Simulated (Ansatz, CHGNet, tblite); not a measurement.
1T (CdI2-type) SnSe2, lattice parameter c

Reference value: 6.14 Å (measured, temperature not stated, not corrected to a static lattice; as tabulated in Gonzalez and Oleynik (2016), arXiv:1609.04381).

Question: What do IPEA1-xTB, CHGNet-r²SCAN, PBE, r²SCAN, r²SCAN0 give, and how far is each from the reference?

Answer: 
| level (code) | value (Å) | difference (%) |
|---|---|---|
| IPEA1-xTB (tblite) | 6.173 | +0.54 |
| CHGNet-r²SCAN | 6.444 | +4.95 |
| PBE (Ansatz) | 6.964 | +13.4 |
| r²SCAN (Ansatz) | 6.528 | +6.32 |
| r²SCAN0 (Ansatz) | 6.558 | +6.81 |

Leaving aside IPEA1-xTB (doubt noted below): Closest of the ranked levels: CHGNet-r²SCAN (+4.95 %). Farthest off among them: PBE (+13.4 %). All 4 levels lie above the reference.

The reference isn't brought to a static lattice, while the calculations are for one, so the differences are not the levels' errors alone.  IPEA1-xTB: this parameter set was refitted to ionisation energies, not structures. IPEA1-xTB: the run uses a supercell at the zone centre in place of a k mesh. PBE, r²SCAN: for a layered or molecular solid the relaxed cell lies over 5 % above the published volume, where the minimum can be shallow. PBE, r²SCAN, r²SCAN0: the cell comes from a level without a dispersion term, which matters for the spacing of layers, chains or molecules. Cutoffs and k meshes differ between the levels. Ansatz's density-functional and Hartree–Fock values are scalar-relativistic unless marked +SOC, with PAW data made under PBE.

Machine-learned potentials (CHGNet-r²SCAN) are trained on DFT data: a solid inside that data is no test of them.

Differences are worked out from the printed values.

Ansatz is a program for electronic structure.
